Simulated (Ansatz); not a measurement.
# AlClO (triplet): the correlation ladder, cc-pVTZ

One table from this session's results is given with a row withheld; the runs are named, their logs left out.

The runs use Ansatz 0.2.0, Gaussian basis; cc-pVTZ, core rule «outside noble gas», up to 11 orbitals frozen.

To be run: UHF; CCSD(T) on ROHF; CCSD(T) on UHF; BCCD(T) on ROHF; CCSDT(Q) on ROHF; CCSDT(Q) on UHF.

6 further runs of the same task are left out: 3 for a known fault of the program, 3 set aside as unsound or not needed.

**The system**

The geometry is a PBE0/def2-TZVP stationary point (not a proven minimum) of the parent state, kept for this charge and spin.

3 atoms, charge 0, spin multiplicity 3.

Atoms are counted from 1 here; the program's logs count them from 0.

Bond lengths: Al1–O2 1.699 Å, O2–Cl3 1.640 Å. Angles: Al1–O2–Cl3 180.0°.

Set-up of the first run:

in.yaml reads:

```yaml
crystal:
  periodic: [false, false, false]
  atoms:
    - {symbol: Al, position_ang: [0.000000, 0.000000, 1.679233]}
    - {symbol: O, position_ang: [0.000000, 0.000000, -0.019667]}
    - {symbol: Cl, position_ang: [0.000000, 0.000000, -1.659567]}
basis:
  gaussian: {orbitals: cc-pVTZ}
magnetization: {spin_polarized: true, initial_magnetization: 2}
hamiltonian: {xc: hf}
output: {orbitals: {seedname: orbitals}}
```

Command:

```
> ansatz run in.yaml --threads 1 --pin off --events-out ev --progress --plain --max-ram 4096MiB --backend cpu
```

Steps of the session up to this table: UHF; CCSD(T) on ROHF; CCSD(T) on UHF; BCCD(T) on ROHF; CCSDT(Q) on ROHF; CCSDT(Q) on UHF.

One table of the session follows, with a row left open; its other results are not shown here.

```
   method  from UCCSDT(Q) (meV)
     ROHF              +13345.2
      UHF              +13330.6
     RMP2                     ?
     UMP2               +1074.2
    RCCSD                +581.0
    UCCSD                +579.4
 RCCSD(T)                 +49.2
 UCCSD(T)                 +47.3
  BCCD(T)                 +45.0
   RCCSDT                 +34.4
   UCCSDT                 +32.7
RCCSDT(Q)                  +5.0
UCCSDT(Q)                     0
```

Q: Estimate the row for RMP2 from the others.

The run gave: from UCCSDT(Q) (meV): +1082.4. In the column «from UCCSDT(Q) (meV)» it lies between UMP2 (+1074.2) and UHF (+13330.6).

To keep in mind: Restricted and unrestricted rows rest on different reference determinants; where their highest levels disagree by more than a few hundredths of an eV, they describe different states and don't form one ladder.
